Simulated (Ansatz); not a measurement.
AlMe2H (C2H7Al), 10 atoms. Hardware: 4 threads of Arm Neoverse V2 on a shared host.

Correlated methods freeze 7 core orbitals.

Task: How many basis functions does each of these Ansatz runs have, and roughly what does it cost? r2SCAN-D4/def2-TZVP, charge 0 singlet, relaxation, 5 steps; RPA@PBE/def2-TZVP, charge 0 singlet, energy, from earlier orbitals; B2PLYP/def2-TZVP, charge 0 singlet, energy, from earlier orbitals; MP2/def2-TZVP, charge 0 singlet, energy, from earlier orbitals; r2SCAN-D4/def2-TZVP, charge 0 singlet, energy, from earlier orbitals; BLYP-D4/def2-TZVP, charge 0 singlet, energy, from earlier orbitals; PBE0-D4/def2-TZVP, charge 0 triplet at the geometry of the charge 0 singlet, energy; PBE0-D4/def2-TZVP, charge 1 doublet, energy, from earlier orbitals; PBE with 50 % exact exchange/def2-TZVP, charge 0 singlet, energy, from earlier orbitals; B3LYP-D4/6-31G, charge 0 singlet, energy; r2SCAN-D4/def2-TZVP, charge 0 triplet at the geometry of the charge 0 singlet, energy, from earlier orbitals; PBE0-D4/def2-TZVP, charge 0 singlet, energy and forces, from earlier orbitals.

Result: Other jobs shared the machine, so times can vary by a factor of up to 3. A dash marks memory too small to be measured apart from the calling script's.

```json
{"run": "B3LYP-D4/6-31G, charge 0 singlet, energy", "functions": "45", "fitting or Cholesky vectors": "616", "wall time": "0.35 s", "peak host memory (GiB)": "–"}
{"run": "MP2/def2-TZVP, charge 0 singlet, energy, from earlier orbitals", "functions": "141", "fitting or Cholesky vectors": "963", "wall time": "0.5 s", "peak host memory (GiB)": "–"}
{"run": "BLYP-D4/def2-TZVP, charge 0 singlet, energy, from earlier orbitals", "functions": "141", "fitting or Cholesky vectors": "927", "wall time": "0.75 s", "peak host memory (GiB)": "–"}
{"run": "PBE with 50 % exact exchange/def2-TZVP, charge 0 singlet, energy, from earlier orbitals", "functions": "141", "fitting or Cholesky vectors": "1042", "wall time": "0.85 s", "peak host memory (GiB)": "–"}
{"run": "PBE0-D4/def2-TZVP, charge 0 singlet, energy and forces, from earlier orbitals", "functions": "141", "fitting or Cholesky vectors": "947", "wall time": "1.1 s", "peak host memory (GiB)": "–"}
{"run": "B2PLYP/def2-TZVP, charge 0 singlet, energy, from earlier orbitals", "functions": "141", "fitting or Cholesky vectors": "963", "wall time": "1.2 s", "peak host memory (GiB)": "–"}
{"run": "RPA@PBE/def2-TZVP, charge 0 singlet, energy, from earlier orbitals", "functions": "141", "fitting or Cholesky vectors": "963", "wall time": "1.3 s", "peak host memory (GiB)": "–"}
{"run": "r2SCAN-D4/def2-TZVP, charge 0 singlet, energy, from earlier orbitals", "functions": "141", "fitting or Cholesky vectors": "927", "wall time": "1.5 s", "peak host memory (GiB)": "–"}
{"run": "PBE0-D4/def2-TZVP, charge 1 doublet, energy, from earlier orbitals", "functions": "141", "fitting or Cholesky vectors": "947", "wall time": "1.6 s", "peak host memory (GiB)": "–"}
{"run": "r2SCAN-D4/def2-TZVP, charge 0 triplet at the geometry of the charge 0 singlet, energy, from earlier orbitals", "functions": "141", "fitting or Cholesky vectors": "927", "wall time": "3.2 s", "peak host memory (GiB)": "–"}
{"run": "PBE0-D4/def2-TZVP, charge 0 triplet at the geometry of the charge 0 singlet, energy", "functions": "141", "fitting or Cholesky vectors": "947", "wall time": "3.6 s", "peak host memory (GiB)": "–"}
{"run": "r2SCAN-D4/def2-TZVP, charge 0 singlet, relaxation, 5 steps", "functions": "141", "fitting or Cholesky vectors": "927", "wall time": "5 s", "peak host memory (GiB)": "–"}
```
